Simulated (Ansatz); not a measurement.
# BNH3 (quartet): from Hartree-Fock to the top rungs at distance B1–H4 along a hydrogen transfer = 1.621 Å, cc-pVDZ

How much of the correlation energy of BNH3 (quartet) does each wave-function method recover here?

The runs use Ansatz 0.2.0, Gaussian basis; cc-pVDZ, core rule «outside noble gas», up to 2 orbitals frozen.

Plan: UHF; CCSD(T) on ROHF; CCSD(T) on UHF; BCCD(T) on ROHF; CISD; CCSDT(Q) on ROHF; CCSDT(Q) on UHF; CASSCF and MRCISD+Q, 5 electrons in 5 orbitals; CASSCF and NEVPT2, 5 electrons in 5 orbitals.

16 further runs of the same task are left out: 8 for a known fault of the program, 4 that didn't finish, 4 set aside as unsound or not needed.

**1. The geometry**

The geometry derives from fragments relaxed apart (PBE0/def2-TZVP) and kept rigid, so it is no stationary point. A hydrogen atom is moved between rigid fragments.

5 atoms, charge 0, spin multiplicity 4.

Atoms are counted from 1 here; the program's logs count them from 0.

Bond lengths: B1–H2 1.193 Å, B1–H3 1.193 Å, H4–N5 1.211 Å. Angles: H2–B1–H3 120.0°.

As a file:

```xyz
5
BH3N
B    -1.44022    0.00000    0.00000
H    -2.03695    1.03357    0.00000
H    -2.03695   -1.03357    0.00000
H     0.18078    0.00000    0.00000
N     1.39178    0.00000    0.00000
```

**2. UHF**

in.yaml

```yaml
crystal:
  periodic: [false, false, false]
  atoms:
    - {symbol: B, position_ang: [-1.440220, 0.000000, 0.000000]}
    - {symbol: H, position_ang: [-2.036953, 1.033571, 0.000000]}
    - {symbol: H, position_ang: [-2.036953, -1.033571, 0.000000]}
    - {symbol: H, position_ang: [0.180780, 0.000000, 0.000000]}
    - {symbol: N, position_ang: [1.391780, 0.000000, 0.000000]}
basis:
  gaussian: {orbitals: cc-pVDZ}
magnetization: {spin_polarized: true, initial_magnetization: 3}
hamiltonian: {xc: hf}
output: {orbitals: {seedname: orbitals}}
```

The run is started by

```bash
> ansatz run in.yaml --threads 1 --pin off --events-out ev --progress --plain --max-ram 2393MiB
```

After this run come: CCSD(T) on ROHF; CCSD(T) on UHF; BCCD(T) on ROHF; CISD; CCSDT(Q) on ROHF; CCSDT(Q) on UHF; CASSCF and MRCISD+Q, 5 electrons in 5 orbitals; CASSCF and NEVPT2, 5 electrons in 5 orbitals.

**Question.** What will the summary of the whole plan be? Wanted: UCCSDT(Q) below the RHF energy; RMP2 from UCCSDT(Q); UMP2 from UCCSDT(Q); RCCSD from UCCSDT(Q); RCCSD(T) from UCCSDT(Q); UCCSD(T) from UCCSDT(Q); RCCSDT(Q) from UCCSDT(Q); NEVPT2 pair from UCCSDT(Q); MRCISD+Q pair from UCCSDT(Q).

The runs gave:

| quantity | value |
| --- | --- |
| UCCSDT(Q) below the RHF energy | -6.6253 eV |
| RMP2 from UCCSDT(Q) | +117.6 kJ/mol |
| UMP2 from UCCSDT(Q) | +124.2 kJ/mol |
| RCCSD from UCCSDT(Q) | +14.6 kJ/mol |
| RCCSD(T) from UCCSDT(Q) | +3.1 kJ/mol |
| UCCSD(T) from UCCSDT(Q) | +3.0 kJ/mol |
| RCCSDT(Q) from UCCSDT(Q) | +0.2 kJ/mol |
| NEVPT2 pair from UCCSDT(Q) | +112.8 kJ/mol |
| MRCISD+Q pair from UCCSDT(Q) | +2.4 kJ/mol |
| levels within 1 kcal/mol (43 meV) | RCCSD(T), UCCSD(T), BCCD(T), RCCSDT, UCCSDT, RCCSDT(Q), MRCISD+Q pair |
| T1 diagnostic | 0.024 |

**Reading.** RCCSD(T) lands +3.1 kJ/mol from the yardstick (0.5 % of the correlation energy). Of the multireference levels listed MRCISD+Q pair comes nearest in total energy (+2.4 kJ/mol), which doesn't show that its space is the better one. These misses are within one basis, not against nature; the frozen cores of restricted and unrestricted runs differ, which can shift their rows.
